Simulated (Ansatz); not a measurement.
Basis-set extrapolation for CH4F2N2 (`NC(N)(F)F`) (PBE0-D4/def2-TZVP geometry, frozen core, Ansatz). Multiplicity 1, RHF reference.

```tsv
	def2-TZVPP	def2-QZVPP
HF	-348.148777	-348.164181
MP2 correlation	-1.085410	-1.175746
CCSD(T) correlation	-1.141039	not run
```

Energies in hartree. Use E(X) = E(∞) + A·exp(−7.88·√X) for Hartree–Fock and E(X) = E(∞) + B·X^(−2.97) for correlation, with X = 3 and 4, and add CCSD(T) minus MP2 of the smaller set to the MP2 limit.

Problem. What is the CCSD(T) energy at the basis-set limit?

Solution. HF limit: -348.164181 + (-0.015404) × 0.13774 = -348.16630. MP2 limit: -1.175746 + (-0.090336) × 0.74074 = -1.24266. Higher-order term: -1.141039 − (-1.085410) = -0.05563. Total: -349.46459 hartree, 458.9 kJ/mol below CCSD(T)/def2-TZVPP.
